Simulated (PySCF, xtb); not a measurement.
# Relative energy of two isomers of H2NOP

Structure I is `NP=O`, a singlet and structure II is `[H]/N=P/O`, a singlet. Both are isolated molecules in the gas phase, relaxed with PBE0-D3(BJ)/def2-SVP; the shapes shown needn't be the lowest conformers.

I (Å):

```xyz
5

N    -1.0294    1.3101   -0.9259
O    -3.0125    2.9305   -0.8610
P    -1.8363    2.4860   -0.0595
H    -1.3443    0.9971   -1.8423
H    -0.1909    0.8607   -0.5717
```

II (Å):

```xyz
5

N    -0.8692    0.9964   -0.4519
O    -2.5019    2.5602   -1.5447
P    -1.2297    2.5142   -0.5275
H    -0.0752    0.7927    0.1582
H    -2.7157    1.6591   -1.8437
```

Energies in hartree; the thermal terms are from GFN2-xTB frequencies at re-optimised GFN2-xTB minima (ideal gas, soft modes damped towards free rotors, one conformer each, 298.15 K, 1 atm) and include the zero-point energy:

```
                               I           II
E, CCSD(T)/def2-TZVP  −471.939815  −471.917885
   zero-point energy     0.028862     0.028692
        H(298 K) − E     0.033596     0.033226
        G(298 K) − E     0.003352     0.003287
```

Q: Work out ΔE, ΔE₀, ΔH and ΔG for I → II in kcal/mol (1 Eh = 627.51 kcal/mol) and the equilibrium ratio [II]/[I].

A: 1. ΔE = −471.917885 − (−471.939815) = +0.021930 Eh = +13.76 kcal/mol.
2. ΔE₀ = ΔE + ΔZPE = +0.021930 + (−0.000170) Eh = +13.65 kcal/mol.
3. ΔH = ΔE + (−0.000370) Eh = +13.53 kcal/mol.
4. ΔG = ΔE + (−0.000065) Eh = +13.72 kcal/mol, so ΔS = (ΔH − ΔG)/T = −2.7 J/(mol K).
5. kT = 0.9442 mEh, so K = [II]/[I] = exp(−ΔG/kT) = exp(−23.16) ≈ 8.8 × 10^−11.

Structure I is favoured at this temperature. An error of 1 kcal/mol in ΔG would change K by a factor of 5.4. Mirror images and further conformers aren't counted.

As drawn, II has 1 N=P, 1 O–P, 1 O–H in place of 1 N–P, 1 O=P, 1 N–H.

Other levels gave ΔE = +10.4 (GFN2-xTB); +2.1 (HF/STO-3G, GFN2-xTB geometries); +12.7 (r2SCAN-D4/def2-SVP, GFN2-xTB geometries); +13.1 (PBE0-D3(BJ)/def2-SVP); +14.8 (HF/def2-TZVP); +14.8 (MP2/def2-TZVP) kcal/mol. The correlated steps freeze 7 core orbitals. Programs: PySCF 2.14.0, xtb 6.7.1.
